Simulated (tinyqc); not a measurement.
UHF in the sto-6g basis, for LiH+, spin multiplicity 2, step by step. One step of it, computed by the program tinyqc.

Problem. Iteration 2: diagonalisation and new density. Diagonalise F' = X^T F X, C = X C', fill 2 alpha and 1 beta electrons from the bottom; D(s) = C_occ C_occ^T. Each column has its largest component positive (the first on a tie).

F(alpha) (hartree), lower triangle:
```
            1Li 1s     1Li 2s    1Li 2px    1Li 2py    1Li 2pz      2H 1s
1Li 1s   -2.633854
1Li 2s   -0.661792  -0.450543
1Li 2px   0.004264   0.005053  -0.056013
1Li 2py  -0.000512   0.025190  -0.000991  -0.061647
1Li 2pz  -0.008351  -0.138705   0.003106   0.018083  -0.161389
2H 1s    -0.024015  -0.219340   0.002898   0.016978  -0.248891  -0.520200
```

F(beta) (hartree), lower triangle:
```
            1Li 1s     1Li 2s    1Li 2px    1Li 2py    1Li 2pz      2H 1s
1Li 1s   -2.619215
1Li 2s   -0.660061  -0.274593
1Li 2px  -0.000486  -0.002602  -0.018653
1Li 2py  -0.000970  -0.013598   0.000127  -0.017934
1Li 2pz   0.000603  -0.011583  -0.000360  -0.002090  -0.047900
2H 1s    -0.021807  -0.096486  -0.000160  -0.000879  -0.133979  -0.301348
```

X:
```
                 1          2          3         4          5         6
1Li 1s    0.428444   0.684449   0.000000  0.000000   0.558313  0.310885
1Li 2s   -0.669624  -0.509823   0.000000  0.000000   0.420695  0.461626
1Li 2px   0.000000   0.000000  -0.641053  0.767496   0.000000  0.000000
1Li 2py   0.000000   0.000000   0.767496  0.641053   0.000000  0.000000
1Li 2pz  -0.578185   0.582297   0.000000  0.000000  -0.506487  0.388394
2H 1s     0.765573  -0.389203   0.000000  0.000000  -0.326999  0.523115
```

Give: F' = X^T F X; orbital energies; coefficients C; F' = X^T F X; orbital energies; coefficients C; D(alpha) after iteration 2; D(beta) after iteration 2.

Solution.

F' = X^T F X (alpha) (hartree), lower triangle:
```
        1       2       3       4       5       6
1  -0.338
2  -0.402  -0.908
3  -0.010  -0.008  -0.058
4  -0.010  -0.005  -0.003  -0.059
5  -0.377  -0.992  -0.005  -0.001  -1.258
6  -0.314  -0.449   0.017   0.022  -0.594  -0.974
```

orbital energies (alpha) (hartree): MO1 -2.635, MO2 -0.608, MO3 -0.203, MO4 -0.060, MO5 -0.056, MO6 -0.034

coefficients C (alpha):
```
            MO1     MO2     MO3     MO4     MO5     MO6
1Li 1s    0.995  -0.111  -0.231  -0.044   0.003   0.045
1Li 2s    0.019   0.401   0.935   0.176  -0.004  -0.178
1Li 2px  -0.002  -0.008  -0.017   0.177   0.983   0.043
1Li 2py   0.000  -0.051  -0.113   0.947  -0.184   0.232
1Li 2pz   0.005   0.268   0.168  -0.203  -0.001   0.969
2H 1s    -0.001   0.748  -0.632   0.061   0.002  -0.394
```

F' = X^T F X (beta) (hartree), lower triangle:
```
        1       2       3       4       5       6
1  -0.224
2  -0.393  -0.858
3   0.006   0.004  -0.018
4   0.007   0.004   0.000  -0.018
5  -0.393  -0.966  -0.003  -0.004  -1.225
6  -0.371  -0.529  -0.005  -0.006  -0.661  -0.703
```

orbital energies (beta) (hartree): MO1 -2.620, MO2 -0.317, MO3 -0.096, MO4 -0.019, MO5 -0.017, MO6 0.022

coefficients C (beta):
```
            MO1     MO2     MO3     MO4     MO5     MO6
1Li 1s    0.996  -0.052  -0.246   0.000   0.030  -0.072
1Li 2s    0.018   0.174   0.981  -0.001  -0.119   0.302
1Li 2px   0.000   0.002   0.030   0.984   0.176  -0.026
1Li 2py   0.000   0.012   0.158  -0.180   0.960  -0.141
1Li 2pz   0.000   0.170  -0.251   0.000   0.183   0.977
2H 1s    -0.002   0.897  -0.222   0.000  -0.049  -0.511
```

D(alpha) after iteration 2, lower triangle:
```
         1Li 1s  1Li 2s  1Li 2px  1Li 2py  1Li 2pz  2H 1s
1Li 1s    1.003
1Li 2s   -0.026   0.162
1Li 2px  -0.001  -0.003    0.000
1Li 2py   0.006  -0.020    0.000    0.003
1Li 2pz  -0.025   0.108   -0.002   -0.014    0.072
2H 1s    -0.084   0.300   -0.006   -0.038    0.200  0.559
```

D(beta) after iteration 2, lower triangle:
```
         1Li 1s  1Li 2s  1Li 2px  1Li 2py  1Li 2pz  2H 1s
1Li 1s    0.991
1Li 2s    0.018   0.000
1Li 2px   0.000   0.000    0.000
1Li 2py   0.000   0.000    0.000    0.000
1Li 2pz   0.000   0.000    0.000    0.000    0.000
2H 1s    -0.002   0.000    0.000    0.000    0.000  0.000
```
